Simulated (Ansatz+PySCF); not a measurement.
Values are calculated unless marked as measured or tabulated.
A run of Ansatz (development build ahead of 0.2.0) on doublet O2(+) at this shape:

```xyz
2

O     0.0000    0.0000   -0.5628
O     0.0000    0.0000    0.5628
```

Its results:

```
Converged                       : yes
Reference energy                : -149.23476 hartree
Correlation energy              : -0.39307 hartree
Total energy                    : -149.62783 hartree
Spin squared of the determinant : 1.159
Stability test                  : minimum
```

Forces (eV/Å):
```json
{"atom": "O1", "Fx": "0.000", "Fy": "0.000", "Fz": "10.437"}
{"atom": "O2", "Fx": "0.000", "Fy": "0.000", "Fz": "-10.437"}
```

Question: Which input gives this output? Name the method, the orbitals and the basis set, and write the input.

Answer: UHF-MP2 in cc-pVTZ.

```yaml
crystal:
  periodic: [false, false, false]
  atoms:
    - { symbol: O, position_ang: [0.0, 0.0, -0.56282] }
    - { symbol: O, position_ang: [0.0, 0.0, 0.56282] }
basis:
  gaussian: { orbitals: cc-pVTZ }
total_charge: 1
magnetization:
  spin_polarized: true
  initial_magnetization: 1
hamiltonian:
  xc: hf
correlation:
  method: mp2
  frozen_orbitals: { O: 1 }
output:
  forces: true
```

Caution: the unrestricted determinant is spin contaminated; forces differ strongly between restricted and unrestricted references; MP2 on this radical cation hangs on the determinant chosen; the determinant breaks the point group; another reference gives a lower total.
